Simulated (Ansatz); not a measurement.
**AlO (quartet): the correlation ladder, cc-pVDZ**

Aim: climb from Hartree-Fock through coupled cluster for AlO (quartet) at one geometry and basis, and see what each rung misses.

Method: cc-pVDZ, core rule «outside noble gas», up to 6 orbitals frozen; program: Ansatz 0.2.0, Gaussian basis.

The runs, in order: UHF; CCSD(T) on ROHF; CCSD(T) on UHF; BCCD(T) on ROHF; CISD; CCSDT(Q) on ROHF; CCSDT(Q) on UHF; CISDTQ; CCSDTQ on ROHF; CCSDTQ on UHF; Full CI.

10 further runs of the same task are left out: 4 for a known fault of the program, 6 set aside as unsound or not needed.

### 1 The system

The geometry is a PBE0/def2-TZVP stationary point (not a proven minimum) of the parent state, kept for this charge and spin.

2 atoms, charge 0, spin multiplicity 4.

Atoms are counted from 1 here; the program's logs count them from 0.

Bond lengths: Al1–O2 1.620 Å.

### 2 UHF

in.yaml

```yaml
crystal:
  periodic: [false, false, false]
  atoms:
    - {symbol: Al, position_ang: [0.000000, 0.000000, 0.000000]}
    - {symbol: O, position_ang: [0.000000, 0.000000, 1.620001]}
basis:
  gaussian: {orbitals: cc-pVDZ}
magnetization: {spin_polarized: true, initial_magnetization: 3}
hamiltonian: {xc: hf}
output: {orbitals: {seedname: orbitals}}
```

Started as:

```bash
ansatz run in.yaml --threads 1 --pin off --events-out ev --progress --plain --max-ram 3072MiB --backend cpu
```

The runs that follow: CCSD(T) on ROHF; CCSD(T) on UHF; BCCD(T) on ROHF; CISD; CCSDT(Q) on ROHF; CCSDT(Q) on UHF; CISDTQ; CCSDTQ on ROHF; CCSDTQ on UHF; Full CI.

Before running them: what should the planned runs give, taken together? Wanted: FCI below the RHF energy; RMP2 from FCI; UMP2 from FCI; RCCSD from FCI; RCCSD(T) from FCI; UCCSD(T) from FCI; RCCSDT(Q) from FCI; UCCSDT(Q) from FCI; T1 diagnostic.

The runs gave:

```
                         quantity                                   value
         FCI below the RHF energy                              -5.2024 eV
                    RMP2 from FCI                         +17.11 kcal/mol
                    UMP2 from FCI                         +17.07 kcal/mol
                   RCCSD from FCI                          +6.99 kcal/mol
                RCCSD(T) from FCI                          +4.40 kcal/mol
                UCCSD(T) from FCI                          +4.41 kcal/mol
               RCCSDT(Q) from FCI                          -0.09 kcal/mol
               UCCSDT(Q) from FCI                          -0.11 kcal/mol
levels within 1 kcal/mol (43 meV)  RCCSDT(Q), UCCSDT(Q), RCCSDTQ, UCCSDTQ
                    T1 diagnostic                                   0.025
   effectively unpaired electrons                                    3.36
```

RCCSD(T) misses by +4.40 kcal/mol, 3.7 % of the correlation energy. RCCSDT(Q), UCCSDT(Q) fall below full CI: unrestricted runs freeze a spin-polarised core, another one than full CI's, and coupled cluster isn't variational. The occupations show some static correlation. These misses are within one basis, not against nature; the frozen cores of restricted and unrestricted runs differ, which can shift their rows.
